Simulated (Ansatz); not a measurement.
# AlSiH2 (quartet): the correlation ladder, def2-TZVPP

One table from this session's results is given with a row withheld; the runs are named, their logs left out.

Method: def2-TZVPP, core rule «outside noble gas», up to 10 orbitals frozen; program: Ansatz 0.2.0, Gaussian basis.

The runs, in order: UHF; ROHF; CCSD(T) on UHF.

2 further runs of the same task are left out: 2 set aside as unsound or not needed.

## The geometry

The geometry is a PBE0/def2-TZVP stationary point (not a proven minimum) of the parent state, kept for this charge and spin.

4 atoms, charge 0, spin multiplicity 4.

Atoms are counted from 1 here; the program's logs count them from 0.

Bond lengths: Si1–Al2 2.509 Å, Si1–H3 1.501 Å, Si1–H4 1.501 Å. Angles: Al2–Si1–H3 121.8°, Al2–Si1–H4 121.8°, H3–Si1–H4 104.9°.

Set-up of the first run:

File in.yaml:

```yaml
crystal:
  periodic: [false, false, false]
  atoms:
    - {symbol: Si, position_ang: [-0.056321, 0.000000, 1.156776]}
    - {symbol: Al, position_ang: [0.030473, 0.000000, -1.350744]}
    - {symbol: H, position_ang: [0.376805, -1.189387, 1.962674]}
    - {symbol: H, position_ang: [0.376805, 1.189387, 1.962674]}
basis:
  gaussian: {orbitals: def2-TZVPP}
magnetization: {spin_polarized: true, initial_magnetization: 3}
hamiltonian: {xc: hf}
output: {orbitals: {seedname: orbitals}}
```

Started as:

```bash
> ansatz run in.yaml --threads 1 --pin off --events-out ev --progress --plain --max-ram 2816MiB --backend cpu
```

Steps of the session up to this table: UHF; ROHF; CCSD(T) on UHF.

One table of the session follows, with a row left open; its other results are not shown here.

| method | from UCCSD(T) (kcal/mol) |
| --- | --- |
| ROHF | ? |
| UHF | +113.49 |
| UMP2 | +25.71 |
| UCCSD | +4.69 |
| UCCSD(T) | 0 |

Q: Estimate the row for ROHF from the others.

**Answer.** from UCCSD(T) (kcal/mol): +116.61. In the column «from UCCSD(T) (kcal/mol)» it is the highest.
